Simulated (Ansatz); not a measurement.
# BClO: small, medium and large basis sets

An exercise on one series of results from a longer session: the logs are not shown, and one member is left open.

Method: one geometry, several basis sets; program: Ansatz 0.2.0, Gaussian basis.

The runs, in order: PBE0-D4/def2-SVP; ωB97M-V/def2-SVP; PBE0-D4/def2-QZVPP; ωB97M-V/def2-QZVPP; CCSD(T)/cc-pV(D+d)Z; CCSD(T)/cc-pV(T+d)Z; CCSD(T)/cc-pV(Q+d)Z; the functionals' def2-TZVPP values are taken from earlier runs.

1 further run of the same task is left out (it didn't finish).

## The geometry

The geometry comes from an earlier relaxation with PBE0-D4 in a triple-zeta def2 set; it is a stationary point.

SMILES `O=BCl`, 3 atoms, charge 0, spin multiplicity 1.

Atoms are counted from 1 here; the program's logs count them from 0.

Bond lengths: O1–B2 1.204 Å, B2–Cl3 1.680 Å. Angles: O1–B2–Cl3 180.0°.

The first run:

The input, in.yaml:

```yaml
crystal:
  periodic: [false, false, false]
  atoms:
    - {symbol: O, position_ang: [1.035555, 0.615451, 0.636797]}
    - {symbol: B, position_ang: [0.120859, 0.071677, 0.074303]}
    - {symbol: Cl, position_ang: [-1.156414, -0.687118, -0.711100]}
basis:
  gaussian: {orbitals: def2-SVP}
hamiltonian: {xc: pbe0, dispersion: d4}
output: {orbitals: {seedname: orbitals}}
```

On the command line:

```console
$ ansatz run in.yaml --threads 2 --pin off --events-out ev --progress --plain --max-ram 32768MiB --backend cpu
```

Among the steps run: PBE0-D4 in def2-SVP; ωB97M-V in def2-SVP; PBE0-D4 in def2-QZVPP; ωB97M-V in def2-QZVPP.

One table of the session follows, with a row left open; its other results are not shown here.

It belongs to the step «Density functionals: the series». 

| functional | basis | HOMO (eV) | LUMO (eV) |
| --- | --- | --- | --- |
| PBE0-D4 | def2-SVP | -9.83 | 0.52 |
| PBE0-D4 | def2-TZVPP | -9.95 | -0.11 |
| PBE0-D4 | def2-QZVPP | -9.97 | -0.26 |
| ωB97M-V | def2-SVP | ? | ? |
| ωB97M-V | def2-TZVPP | -12.27 | 1.44 |
| ωB97M-V | def2-QZVPP | -12.30 | 1.16 |

Estimate the missing values for ωB97M-V, def2-SVP.

**Answer.** HOMO (eV): -12.11; LUMO (eV): 2.44. In the column «HOMO (eV)» it lies between ωB97M-V, def2-TZVPP (-12.27) and PBE0-D4, def2-QZVPP (-9.97).
